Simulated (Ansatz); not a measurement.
The input, for Ansatz 0.2.0:

```yaml
crystal:
  periodic: [false, false, false]
  atoms:
    - {symbol: C, position_ang: [0.081969, 0.137779, 0.000000]}
    - {symbol: O, position_ang: [0.208620, 1.328582, 0.000000]}
    - {symbol: F, position_ang: [-1.161981, -0.431362, 0.000000]}
    - {symbol: C, position_ang: [1.131423, -0.924841, 0.000000]}
    - {symbol: H, position_ang: [2.117852, -0.465716, 0.000000]}
    - {symbol: H, position_ang: [1.006838, -1.557024, 0.881549]}
    - {symbol: H, position_ang: [1.006838, -1.557024, -0.881549]}
basis:
  gaussian: {orbitals: STO-3G}
magnetization: {spin_polarized: true, initial_magnetization: 0}
correlation: {method: ccsdt_q, electrons: outside_noble_gas}
```

```sh
$ ansatz run in.yaml --threads 1 --pin off --events-out ev --progress --plain --max-ram 4096MiB --backend cpu
```

(1) Roughly how long does this take on 1 thread of AMD EPYC 7R13, shared host, and how much host memory?

```
440 factors; integrals over basis functions are off by at most 5.3e-8 eV
mean field evaluation 1: about -6754.6415 eV, gradient 2.8e1 eV
mean field evaluation 2: about -6754.7940 eV, gradient 2.8e1 eV
mean field evaluation 4: about -6759.8149 eV, gradient 2.1e0 eV
mean field evaluation 8: about -6759.8925 eV, gradient 3.1e-5 eV
mean field evaluation 16: about -6759.9068 eV, gradient 3.6e-2 eV
mean field evaluation 32: about -6759.8864 eV, gradient 2.5e-1 eV
mean field evaluation 64: about -6759.8868 eV, gradient 2.2e-6 eV
mean field -6759.90596155 eV, -248.4219620580 hartree, gradient 1.2e-6 eV, S^2 0.121137; 5 other end points of the search recorded, 0 dependent functions left out
determinant -6759.90596155 eV, -248.4219620580 hartree, with singles and doubles -6765.86693720 eV, -248.6410238728 hartree
determinant -6756.57792042 eV, -248.2996588026 hartree, with singles and doubles -6760.86190030 eV, -248.4570921594 hartree
determinant -6759.88683577 eV, -248.4212591988 hartree, with singles and doubles -6765.86705990 eV, -248.6410283819 hartree
determinant -6759.90596155 eV, -248.4219620580 hartree, with singles and doubles -6765.86985534 eV, -248.6411311126 hartree
determinant -6759.88683577 eV, -248.4212591988 hartree, with singles and doubles -6765.86647854 eV, -248.6410070172 hartree
4 core orbitals not correlated: weight in the atoms' cores, before any rotation towards them, 1.000 or more for the frozen orbitals, at most 0.000 for the correlated occupied ones
reference -6759.88683577 eV, -248.4212591988 hartree; 12, 12 occupied and 7, 7 virtual orbitals, 440 factors
second order -4.97526748 eV of doubles, -0.00000000 eV of singles
cycle   1  -5.52869811 eV  change   -5.5e-1 eV  update   1.0e-1
cycle   2  -5.92920728 eV  change   -4.0e-1 eV  update   4.8e-2
cycle   3  -6.17051625 eV  change   -2.4e-1 eV  update   2.3e-2
cycle   4  -6.18988722 eV  change   -1.9e-2 eV  update   7.6e-3
cycle   5  -6.19137397 eV  change   -1.5e-3 eV  update   4.5e-3
cycle   6  -6.19143529 eV  change   -6.1e-5 eV  update   1.6e-3
cycle   7  -6.19182235 eV  change   -3.9e-4 eV  update   7.6e-4
cycle   8  -6.19189393 eV  change   -7.2e-5 eV  update   2.8e-4
cycle   9  -6.19190645 eV  change   -1.3e-5 eV  update   1.1e-4
cycle  10  -6.19191782 eV  change   -1.1e-5 eV  update   3.3e-5
cycle  11  -6.19192202 eV  change   -4.2e-6 eV  update   1.6e-5
cycle  12  -6.19192818 eV  change   -6.2e-6 eV  update   7.8e-6
cycle  13  -6.19193181 eV  change   -3.6e-6 eV  update   2.3e-6
cycle  14  -6.19193477 eV  change   -3.0e-6 eV  update   1.0e-6
cycle  15  -6.19193514 eV  change   -3.7e-7 eV  update   4.3e-7
perturbative correction -0.00830582 eV, -0.0003052334 hartree
Total energy: -6766.08707674 eV, -248.6491138516 hartree
```

For the same geometry and basis RCCSDTQ lies 0.4 meV higher.

Answers

(1) 12 s wall and 0.45 GiB.
